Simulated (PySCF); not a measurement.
## Core-level binding energies of `C[S-]`

Species: CH₃S (charge -1).
SMILES with atom numbers: `[CH3:1][S-:2]`

Geometry (GFN2-xTB, Å), atoms numbered from 1 in this order:
```xyz
5
CH3S angstrom
C     -0.1288   -0.0023   -0.0073
S      1.6748    0.0362    0.0483
H     -0.5432   -0.0613    1.0063
H     -0.5174    0.9032   -0.4885
H     -0.4768   -0.8730   -0.5759
```

Computed with PySCF 2.14.0, delta-SCF UKS SCAN, pcX-2 on the ionised atom, pcseg-1 elsewhere, spin-free X2C. Binding energies are ΔSCF values: E(core-ionised, relaxed orbitals) − E(ground state) at a fixed geometry, referred to the vacuum level.

Give the core binding energies atom by atom.

```
atom(s)  bonded to  level  binding energy (eV)  count
     C1  S and 3 H   C 1s               285.34      1
     S2          C   S 1s              2468.36      1
```

Which photon wavelength matches the C 1s of C1 threshold?

λ = hc/E = 12398.42 eV Å / 285.34 eV = 43.451 Å.

Which effective nuclear charge Zeff reproduces each element's mean 1s value in the hydrogen-like formula E = 13.606 eV × Zeff²?

C (Z = 6): mean 285.3 eV, Zeff = 4.58, Z − Zeff = 1.42; S (Z = 16): mean 2468.4 eV, Zeff = 13.47, Z − Zeff = 2.53. Means run over the listed sites, weighted by atom count.

Not every level is listed. The species carries charge -1, so core ionisation leaves a neutral species. The basis sets have no added diffuse functions. Geometry: GFN2-xTB; no solvent, vibrations or thermal averaging.

Hardware: an Arm Neoverse V1 with one thread (shared host). Cost: 3.5 s wall.
